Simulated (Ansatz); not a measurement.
This geometry of CH3AlN (6 atoms, charge 0, multiplicity 2) is a first-order saddle point.

Computed with Ansatz 0.2.0, UKS PBE0-D4/def2-SVP.

```xyz
6
Properties=species:S:1:pos:R:3
C -0.788 -0.221 -0.815
N 0.261 -0.235 -0.120
Al 0.810 0.659 1.383
H -0.891 -0.870 -1.711
H -1.680 0.415 -0.614
H 2.286 0.252 1.877
```

**Question.** Which two structures does it join? (They come from a converged band through this point; their orientation in space is the band's.)

**Answer.** No bond is made or broken.  The two ends are copies of one structure, up to a mirror image or an exchange of like atoms.

Image 0:

```xyz
6
Properties=species:S:1:pos:R:3
C -0.862 -0.174 -0.760
N 0.147 0.111 -0.080
Al 1.611 0.608 0.756
H -0.917 -1.077 -1.405
H -1.779 0.454 -0.765
H 1.799 0.077 2.254
```

Image 8:

```xyz
6
Properties=species:S:1:pos:R:3
C -0.843 -0.150 -0.786
N -0.045 -0.088 0.174
Al 0.976 -0.097 1.605
H -0.796 -0.951 -1.554
H -1.654 0.593 -0.941
H 2.363 0.694 1.502
```

**Question.** How far does it lie above each of them?

**Answer.** 0.31 eV above the first and 0.31 eV above the second. This is the barrier of this one path; another mechanism may lie lower.

The run took 5.4 min on 1 thread of Intel(R) Xeon(R) 6975P-C (Granite Rapids), with other jobs on the host, peak memory 0.17 GiB.
